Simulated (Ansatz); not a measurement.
**What each rung costs, and what it gives**

Saddle point of CH3N2, doublet (NH₃ + CN → HCN ([CH][N]) + NH₂; bonds formed: H1–C3; bonds broken: H1–N2), PBE0-D4/def2-TZVP structure:

```xyz
6
angstrom
H 0.2833 -0.3367 -0.4804
N 0.2681 -1.0607 0.3577
C -0.1480 1.0861 -0.7436
N -0.4894 2.1772 -0.9202
H 0.7837 -0.6625 1.1403
H -0.6979 -1.2035 0.6462
```

Barriers are electronic and count from the start structure reached by relaxing down the imaginary mode. Spin–orbit coupling is left out.

Ansatz 0.2.0; basis: as named in each row; cores frozen in the correlated methods; orbitals are unrestricted. B3LYP uses VWN-RPA correlation. Extrapolation: Hartree–Fock as exp(−7.88 √X), correlation as X^−2.97.

Times are rough, for one single point on 2 threads of a shared host (Arm Neoverse N1).

The estimate by CCSD(T) at an estimated basis limit (MP2 extrapolated from triple and quadruple zeta, plus CCSD(T) − MP2 in triple zeta) is 10.74 kcal/mol.

| method | basis | time (s) | barrier (kcal/mol) | method less estimate |
| --- | --- | --- | --- | --- |
| HF | STO-3G | under 1 | 10.24 | -0.50 |
| PBE-D4 | STO-3G | under 1 | -1.58 | -12.33 |
| SPW92 | def2-SVP | under 1 | 5.49 | -5.25 |
| B3LYP-D4 | 6-31G | 1 | 7.68 | -3.06 |
| PBE-D4 | def2-SVP | 1 | 4.27 | -6.47 |
| SPW92 | def2-TZVPP | 1 | 6.91 | -3.83 |
| PBE0-D4 | def2-SVP | 2 | 7.79 | -2.95 |
| PBE-D4 | def2-TZVPP | 3 | 5.68 | -5.06 |
| BLYP-D4 | def2-TZVPP | 3 | 5.56 | -5.19 |
| PBE0-D4 | def2-TZVPP | 3 | 8.74 | -2.00 |
| B3LYP-D4 | def2-TZVPP | 3 | 8.12 | -2.62 |
| BHLYP-D4 | def2-TZVPP | 3 | 10.77 | 0.03 |
| CAM-B3LYP-D4 | def2-TZVPP | 4 | 10.16 | -0.58 |
| CCSD(T) | def2-SVP | 5 | 9.03 | -1.72 |
| B2PLYP | def2-TZVPP | 5 | 9.40 | -1.34 |
| r2SCAN-D4 | def2-TZVPP | 6 | 6.61 | -4.13 |
| r2SCAN0-D4 | def2-TZVPP | 6 | 9.20 | -1.54 |
| RPA on PBE | def2-TZVPP | 6 | 7.10 | -3.65 |
| wB97M-V | def2-SVP | 6 | 9.81 | -0.93 |
| PBE-QIDH | def2-TZVPP | 8 | 11.27 | 0.53 |
| B97M-V | def2-TZVPP | 10 | 7.02 | -3.73 |
| wB97X-V | def2-TZVPP | 10 | 11.15 | 0.41 |
| wB97M-V | def2-TZVPP | 10 | 10.85 | 0.11 |
| MP2 | def2-QZVPP | 34 | 16.33 | 5.58 |
| CCSD(T) | def2-TZVPP | 78 | 9.89 | -0.85 |

All methods are single points on the PBE0-D4 structures; a negative value means that the method puts the saddle structure below the start.

T1 diagnostic: at most 0.041. ⟨S²⟩ of the unrestricted Hartree–Fock references: 0.76 to 0.94 (a pure state has 0.75). The unrestricted reference is spin-contaminated, which hurts MP2 most.

Labels in which every atom is bracketed show which atoms are joined, not bond orders.
